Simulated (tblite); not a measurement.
# CH6NO2: the cost of one run

Computed with tblite 0.8.0 and PySCF 2.14.0; each step states its level. No surroundings beyond the atoms listed, unless a continuum is named. Atoms count from 0, parts from 1.

## Step 1: Starting point

10 atoms, charge 1, multiplicity 1; geometry: rigid parts in contact. Parts: 1 = atoms 0–3, `[OH3+]`, charge 1; 2 = atoms 4–9, `NC=O`, charge 0.

## Step 2: Docking the parts with GFN2-xTB

Job settings and geometry (Å):

```
{"job": {"kind": "dock", "xc": "GFN2-xTB", "basis": "xTB"}, "charge": 1, "multiplicity": 1, "parts": [{"atoms": "0-3", "charge": 1, "multiplicity": 1}, {"atoms": "4-9", "charge": 0, "multiplicity": 1}]}
O     -0.002595    -0.000907     0.213094
H     -0.568569    -0.749884    -0.080789
H     -0.363648     0.868775    -0.071369
H      0.934813    -0.117984    -0.060937
N     -2.572390    -0.098295     1.600034
C     -1.451057     0.552557     1.963959
O     -1.236282     1.716656     1.758977
H     -3.294577     0.412656     1.117078
H     -2.715325    -1.073614     1.788375
H     -0.734431    -0.111779     2.481914
```

Method: GFN2-xTB search for minima from random contacts, gas phase.

The run is started by

```
$ OMP_NUM_THREADS=1 python cluster_run.py task.json out
```

One launch serves the whole session: the jobs run in the order shown.

Q: Estimate the wall time of this first job on 1 thread of Arm Neoverse V1, shared host.

About 5.7 s.
